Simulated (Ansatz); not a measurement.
A relaxation, step by step

BSiNH₆ (SMILES NB[SiH3]), closed shell, wB97X-V/6-31G (Ansatz 0.2.0). Settings:

```yaml
hamiltonian: {xc: {name: wB97X-V}}
relax: {f_tol: 0.05, max_steps: 80, max_displacement: 0.2}
```

Start (the SMILES describes the start alone):

```xyz
9
angstrom
N -0.8991 0.7132 -1.0377
B 0.2050 0.7394 -0.1216
Si 0.7839 -0.9334 0.8502
H -1.2743 -0.0046 -1.5598
H -1.2163 1.4720 -1.5286
H 0.3309 1.9577 0.4162
H 0.2043 -2.0069 0.1567
H 1.9059 -0.9401 0.9047
H 0.1991 -0.9748 2.0444
```

| step | energy less the last (meV) | largest force component (eV/Å) |
| --- | --- | --- |
| 1 | 3558.4 | 15.976 |
| 2 | 794.9 | 5.868 |
| 3 | 450.3 | 4.432 |
| 4 | 47.5 | 0.584 |
| 5 | 18.9 | 0.303 |
| 6 (rejected trial) | 23.2 | 0.351 |
| 7 | 0.8 | 0.057 |
| 8 | 0.2 | 0.055 |
| 9 | 0.0 | 0.008 |

Step 3, positions (Å) and forces (eV/Å):

| atom | x | y | z | Fx | Fy | Fz |
| --- | --- | --- | --- | --- | --- | --- |
| N1 | -0.910 | 0.773 | -1.148 | -1.498 | -0.007 | -1.836 |
| B2 | -0.026 | 0.793 | -0.178 | 3.642 | -0.867 | 4.432 |
| Si3 | 0.629 | -0.890 | 0.799 | 0.583 | 0.196 | -0.070 |
| H4 | -1.183 | -0.087 | -1.577 | -0.785 | 0.143 | -0.542 |
| H5 | -1.240 | 1.677 | -1.379 | -1.049 | 0.482 | -1.411 |
| H6 | 0.437 | 1.791 | 0.319 | -0.400 | 0.197 | -0.330 |
| H7 | 0.254 | -2.192 | 0.156 | -0.084 | -0.179 | -0.097 |
| H8 | 2.158 | -0.884 | 0.908 | -0.390 | -0.041 | -0.014 |
| H9 | 0.121 | -0.957 | 2.225 | -0.018 | 0.077 | -0.132 |

Step 5, positions (Å) and forces (eV/Å):

```csv
atom,x,y,z,Fx,Fy,Fz
N1,-0.855,0.751,-1.126,0.147,0.109,0.218
B2,-0.003,0.847,-0.029,0.248,0.013,0.303
Si3,0.648,-0.872,0.815,0.167,-0.056,0.174
H4,-1.147,-0.143,-1.493,-0.160,0.115,-0.226
H5,-1.209,1.578,-1.579,-0.232,-0.020,-0.301
H6,0.324,1.931,0.390,-0.107,-0.151,-0.140
H7,0.129,-2.085,0.081,-0.028,-0.002,-0.025
H8,2.154,-0.980,0.819,-0.050,0.002,0.008
H9,0.199,-1.005,2.248,0.014,-0.010,-0.011
```

Step 8, positions (Å) and forces (eV/Å):

```tsv
atom	x	y	z	Fx	Fy	Fz
N1	-0.857	0.770	-1.137	-0.002	0.039	0.002
B2	-0.009	0.826	-0.026	-0.015	-0.055	-0.017
Si3	0.659	-0.890	0.831	0.000	0.030	0.016
H4	-1.175	-0.095	-1.554	0.011	-0.007	-0.003
H5	-1.209	1.601	-1.595	-0.007	-0.006	0.003
H6	0.299	1.908	0.392	0.013	-0.006	0.003
H7	0.137	-2.118	0.122	0.000	0.012	-0.004
H8	2.162	-0.980	0.820	0.002	-0.002	-0.005
H9	0.231	-1.000	2.271	-0.002	-0.005	0.006
```

Last step (9):

N1  (-0.858, 0.771, -1.139)
B2  (-0.010, 0.823, -0.027)
Si3  (0.659, -0.889, 0.834)
H4  (-1.171, -0.094, -1.559)
H5  (-1.212, 1.602, -1.593)
H6  (0.300, 1.904, 0.393)
H7  (0.136, -2.115, 0.124)
H8  (2.162, -0.979, 0.818)
H9  (0.233, -1.000, 2.274)
(Å)

The run took about 33 s on 2 CPU threads of an Arm Neoverse V1 (shared host).
